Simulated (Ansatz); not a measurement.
Basis-set extrapolation for FH₄Si₂, SMILES `F[SiH][SiH3]` radical (PBE0-D4/def2-TZVP geometry, frozen core, Ansatz). Multiplicity 2, UHF reference.

|  | def2-TZVPP | def2-QZVPP |
| --- | --- | --- |
| HF | -679.715112 | -679.738429 |
| MP2 correlation | -0.477358 | -0.519365 |
| CCSD(T) correlation | -0.532599 | -0.572031 |

Energies in hartree. Use E(X) = E(∞) + A·exp(−7.88·√X) for Hartree–Fock and E(X) = E(∞) + B·X^(−2.97) for correlation, with X = 3 and 4.

Problem. What is the CCSD(T) energy at the basis-set limit?

Solution. HF limit: -679.738429 + (-0.023317) × 0.13774 = -679.74164. Correlation limit: -0.572031 + (-0.039432) × 0.74074 = -0.60124. Total: -680.34288 hartree, 249.9 kJ/mol below CCSD(T)/def2-TZVPP.
